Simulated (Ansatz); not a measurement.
System: hcp Cd. Method: rVV10 (PAW; Ansatz, an electronic-structure program).

Numerical settings: plane-wave cutoff 500 eV, 30×30×14 k mesh (along the axes of the cell as run), Fermi–Dirac smearing 0.1 eV, scalar-relativistic PAW data made under PBE.

Computed at the level's own relaxed cell.

**Question.** Estimate the volume per atom, equilibrium lattice constant a and c axis length that the calculation returns.

**Answer.** 
- volume per atom: 23.07 Å³/atom
- equilibrium lattice constant a: 3.054 Å
- c axis length: 5.713 Å

Measured, for comparison: lattice constant a 2.979 Å, lattice parameter c 5.617 Å (293 K, no zero-point or thermal correction; as tabulated in Wikipedia's data pages). Computed (rounded) less measured: lattice constant a +2.5 %, lattice parameter c +1.7 %.

Static lattice: no zero-point or thermal effects.
